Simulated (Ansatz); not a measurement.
The input, for Ansatz 0.2.0:

```yaml
crystal:
  periodic: [false, false, false]
  atoms:
    - {symbol: Si, position_ang: [0.000000, 0.000000, 0.529889]}
    - {symbol: C, position_ang: [0.000000, 0.000000, -1.168891]}
    - {symbol: H, position_ang: [0.000000, 1.244456, 1.327628]}
    - {symbol: H, position_ang: [0.000000, -1.244456, 1.327628]}
    - {symbol: H, position_ang: [0.000000, 0.917470, -1.745809]}
    - {symbol: H, position_ang: [0.000000, -0.917470, -1.745809]}
basis:
  gaussian: {orbitals: 6-31G}
magnetization: {spin_polarized: true, initial_magnetization: 0}
correlation: {method: ccsdt_q_b, electrons: valence}
```

```sh
$ ansatz run in.yaml --threads 1 --pin off --events-out ev --progress --plain --max-ram 2393MiB
```

Log:

```
683 factors; integrals over basis functions are off by at most 2.0e-7 eV
mean field evaluation 1: about -8950.3634 eV, gradient 1.6e1 eV
mean field evaluation 2: about -8950.3645 eV, gradient 1.6e1 eV
mean field evaluation 4: about -8952.0808 eV, gradient 1.3e0 eV
mean field evaluation 8: about -8952.1092 eV, gradient 6.5e-3 eV
mean field evaluation 16: about -8952.2341 eV, gradient 2.0e-1 eV
mean field evaluation 32: about -8952.1092 eV, gradient 1.4e-4 eV
mean field evaluation 64: about -8947.4876 eV, gradient 2.4e-3 eV
mean field evaluation 96: about -8952.1092 eV, gradient 2.8e-6 eV
mean field -8952.23490958 eV, -328.9885648841 hartree, gradient 2.9e-6 eV, S^2 0.381632; 2 other end points of the search recorded, 0 dependent functions left out
determinant -8952.23490958 eV, -328.9885648841 hartree, with singles and doubles -8957.07794518 eV, -329.1665431600 hartree
determinant -8952.10915111 eV, -328.9839433459 hartree, with singles and doubles -8957.09561325 eV, -329.1671924493 hartree
determinant -8952.23490958 eV, -328.9885648841 hartree, with singles and doubles -8957.08319645 eV, -329.1667361406 hartree
determinant -8952.10915111 eV, -328.9839433459 hartree, with singles and doubles -8957.09555624 eV, -329.1671903543 hartree
6 core orbitals not correlated: weight in the atoms' cores, before any rotation towards them, 1.000 or more for the frozen orbitals, at most 0.000 for the correlated occupied ones
reference -8952.10915111 eV, -328.9839433459 hartree; 6, 6 occupied and 18, 18 virtual orbitals, 683 factors
second order -4.19668048 eV of doubles, -0.00000000 eV of singles
cycle   1  -4.63421545 eV  change   -4.4e-1 eV  update   8.1e-2
cycle   2  -5.00843682 eV  change   -3.7e-1 eV  update   3.9e-2
cycle   3  -5.13347822 eV  change   -1.3e-1 eV  update   1.7e-2
cycle   4  -5.13335234 eV  change    1.3e-4 eV  update   5.9e-3
cycle   5  -5.13404614 eV  change   -6.9e-4 eV  update   2.0e-3
cycle   6  -5.13385935 eV  change    1.9e-4 eV  update   6.9e-4
cycle   7  -5.13389962 eV  change   -4.0e-5 eV  update   2.3e-4
cycle   8  -5.13389377 eV  change    5.9e-6 eV  update   6.8e-5
cycle   9  -5.13389589 eV  change   -2.1e-6 eV  update   2.2e-5
cycle  10  -5.13389275 eV  change    3.1e-6 eV  update   7.9e-6
cycle  11  -5.13389316 eV  change   -4.1e-7 eV  update   3.0e-6
cycle  12  -5.13389320 eV  change   -4.0e-8 eV  update   7.8e-7
perturbative correction -0.01131499 eV, -0.0004158182 hartree
Total energy: -8957.25435930 eV, -329.1730262593 hartree
```

Ran on 1 thread of Arm Neoverse V1, shared host: 9 s wall, 0.22 GiB peak host memory.
